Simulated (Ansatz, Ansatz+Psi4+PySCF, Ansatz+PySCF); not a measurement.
| atom | x (Å) | y (Å) | z (Å) |
| --- | --- | --- | --- |
| O | 0.0000 | 0.0000 | 0.1305 |
| H | 0.0000 | 0.0000 | -1.0443 |

Basis set: cc-pVTZ (spherical functions). Correlated methods keep 1 orbital frozen. Correlation on ROHF uses semicanonical orbitals with singles. Charge 0, multiplicity 2.

Computed with Ansatz (development build ahead of 0.2.0); each method stands on the lowest determinant of its kind that the runs found.

Question: Give the atomization energy at this shape (free ground-state atoms in the same class of orbitals less the molecule, no zero-point energy) of doublet OH by UHF-CCSD(T), ROHF-MP2.

Answer:

| method | atomization energy |
| --- | --- |
| UHF-CCSD(T) | 87.81 kcal/mol |
| ROHF-MP2 | 86.83 kcal/mol |

Caution: the shape is not the minimum.
